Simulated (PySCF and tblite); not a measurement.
The numbers below are computed, except where a source is named.
1-fluorobutane, C₄H₉F, numbered as in [CH3:1][CH2:2][CH2:3][CH2:4][F:5].

Free energies: B3LYP-D3(BJ)/def2-SVP (IEF-PCM, chloroform) on PBE0-D3(BJ)/def2-SVP structures plus GFN2-xTB thermal terms, symmetry and mirror images included. Conformers within 3 kcal/mol (GFN2-xTB free energy) were kept, 6 at most. GIAO shieldings: wB97X-D/pcSseg-1 (IEF-PCM, chloroform). Shifts are against TMS (¹H), TMS (¹³C), CFCl3 (¹⁹F) at the same level. (PySCF 2.14, tblite 0.8.)

Question: Predict the averaged NMR shifts at 298.15 K.

Answer: ¹H: 4.54 (H4, 2H), 1.45 (H3, 2H), 1.32 (H2, 2H), 1.01 (H1, 3H) ppm. ¹³C: 85.4 (C4), 34.8 (C3), 21.5 (C2), 15.7 (C1) ppm. ¹⁹F: -239.9 (F5) ppm.

Question: How do the conformers differ?

Answer: Torsions listed: C1–C2–C3–C4, C2–C3–C4–F5. Of a mirror pair one member is shown.
```csv
conformer,shape,weight %
1,"176°, -62°",44.1
2,"63°, 56°",21.0
3,"-67°, 67°",17.4
4,"180°, 180°",10.7
5,"65°, 176°",6.8
```

| signal | 1 | 2 | 3 | 4 | 5 | average |
| --- | --- | --- | --- | --- | --- | --- |
| H1 | 1.01 | 0.98 | 1.07 | 1.05 | 0.89 | 1.01 |
| H2 | 1.32 | 1.42 | 1.43 | 0.96 | 1.30 | 1.32 |
| H3 | 1.36 | 1.49 | 1.50 | 1.53 | 1.64 | 1.45 |
| H4 | 4.53 | 4.58 | 4.62 | 4.42 | 4.48 | 4.54 |
| C1 | 16.4 | 12.8 | 17.0 | 16.5 | 15.0 | 15.7 |
| C2 | 22.0 | 18.5 | 25.7 | 19.4 | 20.0 | 21.5 |
| C3 | 36.0 | 33.1 | 33.9 | 35.6 | 33.3 | 34.8 |
| C4 | 85.8 | 81.2 | 88.8 | 86.2 | 85.7 | 85.4 |
| F5 | -241.1 | -247.8 | -231.6 | -234.3 | -238.6 | -239.9 |

Unscaled ¹⁹F shifts at such levels can be off by tens of ppm; differences between conformers or isomers are more reliable. Shifts are unscaled: against experiment ¹³C can be off by 15 ppm or more and ¹H by 0.8 ppm.
